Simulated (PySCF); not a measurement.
# FHN2: the cost of one run

Computed with PySCF 2.14.0. Level: levels as typed in each script, gas phase, geometry from GFN2-xTB.

## (1) The starting structure

SMILES `F.N#N`, 4 atoms, charge 0, spin multiplicity 1.

Bond lengths: F1–H2 0.945 Å, N3–N4 1.096 Å.

Geometry (Å):

```
F     1.9176    0.0005    0.0000
H     0.9730    0.0001    0.0000
N    -0.7542   -0.0024    0.0000
N    -1.8502    0.0017    0.0000
```

## (2) Binding of the two fragments (B3LYP/def2-tzvp)

File input.py:

```python
import numpy as np
from pyscf import gto, scf, dft
from pyscf.scf import atom_ks, atom_hf
from scipy.linalg import block_diag
from pyscf.dispersion import dftd3

def solve(mol, dm0=None, hcore=None):
    mf = (dft.UKS if mol.spin else dft.RKS)(mol, xc='b3lyp')
    mf.grids.level = 3
    mf = mf.density_fit(auxbasis='def2-universal-jkfit')
    mf.conv_tol, mf.max_cycle = 1e-8, 80
    if hcore is not None:
        mf.get_hcore = lambda *args: hcore
    mf.kernel(dm0)
    if not mf.converged:
        mf = mf.newton().run(mf.mo_coeff, mf.mo_occ, max_cycle=30)
    assert mf.converged, 'SCF not converged'
    return mf

mol = gto.M(atom='''
F      1.91755     0.00053     0.00000
H      0.97299     0.00007     0.00000
N     -0.75424    -0.00239     0.00000
N     -1.85018     0.00169     0.00000
''', basis='def2-tzvp', charge=0, spin=0, verbose=4)
mol_a = gto.M(atom='''
F      1.91755     0.00053     0.00000
H      0.97299     0.00007     0.00000
ghost-N     -0.75424    -0.00239     0.00000
ghost-N     -1.85018     0.00169     0.00000
''', basis='def2-tzvp', charge=0, spin=0, verbose=4)
mol_b = gto.M(atom='''
ghost-F      1.91755     0.00053     0.00000
ghost-H      0.97299     0.00007     0.00000
N     -0.75424    -0.00239     0.00000
N     -1.85018     0.00169     0.00000
''', basis='def2-tzvp', charge=0, spin=0, verbose=4)
ab, a, b = solve(mol), solve(mol_a), solve(mol_b)
e_int = ab.e_tot - a.e_tot - b.e_tot
print('counterpoise-corrected interaction energy / kcal/mol', e_int * 627.5095)
def disp(atoms, charge):
    m = gto.M(atom=atoms, charge=charge, basis='sto-3g', spin=None, unit='Bohr', verbose=0)
    return dftd3.DFTD3Dispersion(m, xc='b3lyp', version='d3bj').get_dispersion()['energy']
e_disp = disp(mol._atom, mol.charge) - disp(mol._atom[:2], mol_a.charge) - disp(mol._atom[2:], mol_b.charge)
print('D3(BJ) part / kcal/mol', e_disp * 627.5095)
# spherically averaged free atoms, for the promolecule
atm = atom_ks.get_atm_nrks(mol, xc='b3lyp')
pro = block_diag(*[(atm[a[0]][2] * atm[a[0]][3]) @ atm[a[0]][2].T for a in mol._atom])
np.savez('result.npz', e_int=e_int, e_disp=e_disp, dm_a=a.make_rdm1(), dm_b=b.make_rdm1(), c=ab.mo_coeff, occ=ab.mo_occ, eps=ab.mo_energy, pro=pro, d=[f.dip_moment(verbose=0) for f in (ab, a, b)])
```

Command:

```
$ OMP_NUM_THREADS=1 python input.py
```

Q: Estimate wall time and peak memory on 1 thread of Arm Neoverse N1, shared host.

About 14 s, with a peak of 0.34 GiB.
